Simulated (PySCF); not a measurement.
**Level of theory and adiabatic energies of losing or gaining an electron: hydrogen sulfide**

Structure: `S` (H2S).

All levels share the PBE0-D3(BJ)/ma-def2-SVP structures and the PBE0-D3(BJ)/ma-def2-SVP thermal terms; only the single-point energies (PySCF) change. Values are adiabatic energies of losing or gaining an electron (0 K, eV).

Measured (NIST Chemistry WebBook): adiabatic ionisation energy 10.46 eV.

```jsonl
{"level": "HF/aug-cc-pVTZ", "ionisation energy to the radical cation": "9.20", "time": "1.1 s"}
{"level": "CCSD(T)/aug-cc-pVTZ", "ionisation energy to the radical cation": "10.36", "time": "2.9 min"}
{"level": "MP2/aug-cc-pVTZ", "ionisation energy to the radical cation": "10.38", "time": "7.4 s"}
{"level": "CAM-B3LYP-D3(BJ)/ma-def2-TZVP", "ionisation energy to the radical cation": "10.39", "time": "–"}
```

Times are wall times for all single points of a level on 1 thread of Arm Neoverse V1, a shared host; the dash marks the run that also made the structures.

Hartree-Fock leaves out electron correlation, so its ionisation energies and electron affinities from energy differences mostly come out too low, often by 1 eV or more, where an electron pair is broken or made.

At HF/aug-cc-pVTZ a relaxed species lies above the same state at the other structure, so the structures fit that level poorly.

The spread: 1.19 eV, from 9.20 to 10.39.
